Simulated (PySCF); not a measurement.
Fluorine: a sound run and one with changed settings

Sound run: F [He] 2s2 2p5, F⁺ [He] 2s2 2p4. Calculation: PySCF 2.14, in jorge-DZP-DKH; scalar relativity by spin-free X2C-1e. In the sound run the correlated levels freeze 1s2. The sound run starts from symmetry-adapted Hartree-Fock orbitals and uses a fine grid where one is needed.

Changed run: basis STO-3G, all-electron and non-relativistic. This setting is unsound on purpose.

```
species  method  sound run (hartree)  changed run (hartree)  converged
      F     UHF            -99.48387              -97.98651        yes
      F     LDA            -99.17253              -97.58873        yes
      F  M06-2X            -99.80966              -98.28324        yes
      F     MP2            -99.61690              -97.98651        yes
     F⁺     UHF            -98.90751              -97.52349        yes
     F⁺     LDA            -98.51725              -97.07786        yes
     F⁺  M06-2X            -99.16654              -97.76710        yes
     F⁺     MP2            -98.99788              -97.52349        yes
```

Ionisation energy of F:

```tsv
method	sound run (eV)	changed run (eV)
UHF	15.684	12.599
LDA	17.831	13.901
M06-2X	17.500	14.045
MP2	16.844	12.599
SCS-MP2	16.787	12.599
```

A minimal basis cannot let orbitals breathe on ionisation and holds almost no correlation. The Hamiltonian changed with the basis, so the totals do not compare.

For comparison, NIST gives 17.423 eV between the lowest levels.
